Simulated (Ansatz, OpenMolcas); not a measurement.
## How basis sets differ on BF (SMILES [B]F)

BF: 2 atoms, total charge 0, spin state singlet. SMILES: `[B]F`. The coordinates come from a PBE0-D4/def2-TZVP relaxation.

```xyz
2

B     0.0000    0.0000   -0.0094
F     0.0000    0.0000    1.2537
```

Each level gives the HOMO–LUMO gap (eV). The values are calculated.

```tsv
level	kind	program	value (eV)
HF/ANO-S-MB	Hartree–Fock	OpenMolcas	13.89
HF/STO-3G	Hartree–Fock	OpenMolcas	16.54
HF/3-21G	Hartree–Fock	Ansatz	14.12
HF/def2-TZVPPD	Hartree–Fock	OpenMolcas	12.60
```

The values span 12.60 to 16.54 eV. A Hartree–Fock LUMO above zero doesn't converge with the basis: it sinks as sets grow more diffuse. Orbital gaps aren't excitation energies.
